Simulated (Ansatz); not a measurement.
# Relative stability

Two relaxed structures of AlSiH4 (charge -1), singlet (PBE0-D4/def2-TZVPD; forces vanish, vibrations not checked).

A:

```
6
angstrom
Al -0.4650 -1.3097 -0.4346
Si 0.4835 0.9782 0.3016
H -1.1129 -1.4224 1.1172
H 1.4379 0.9354 1.4803
H 1.2867 1.8122 -0.6779
H -0.5346 2.0010 0.7700
```

B:

Al1  (-0.306, -1.007, -0.091)
Si2  (0.639, 1.098, 0.382)
H3  (-1.385, -1.750, 0.877)
H4  (0.396, -2.112, -1.059)
H5  (1.120, 1.722, -0.914)
H6  (-0.464, 2.049, 0.805)
(Å)

Computed with Ansatz 0.2.0 (basis: def2-TZVPPD); correlated methods freeze the cores. B3LYP uses VWN-RPA correlation.

(1) Which structure is lower at CCSD(T), and by how much? (Judge from chemistry; the value comes from the calculation.)

No T1 diagnostic of these runs exceeds 0.022. The restricted Hartree–Fock reference is unstable towards an unrestricted one at one or more of these structures.

Results:

(1) The calculation gives: B, by 5.71 kcal/mol (electronic energy, against the other). By their contacts, A is AlSiH₄ ([AlH][SiH3]), total charge -1 and B is AlSiH₄ ([AlH2][SiH2]), total charge -1.

All methods give the same order:

| method | E(B) − E(A) (kcal/mol) |
| --- | --- |
| PBE-D4 | -6.83 |
| r2SCAN-D4 | -8.45 |
| PBE0-D4 | -5.98 |
| B3LYP-D4 | -5.60 |
| wB97M-V | -4.54 |
| HF | -1.87 |
| MP2 | -7.29 |
| CCSD | -4.52 |
| CCSD(T) | -5.71 |

Labels in which every atom is bracketed show which atoms are joined, not bond orders.

For scale, one of the runs: CCSD(T)/def2-TZVPPD, 164 basis functions, launched by `ansatz run in.yaml --threads 2 --pin off --events-out ev --progress --plain --max-ram 4352MiB`. The run took 9.5 s on 2 CPU threads of an Arm Neoverse V1 (shared host), with 1.1 GiB of host memory at its peak.
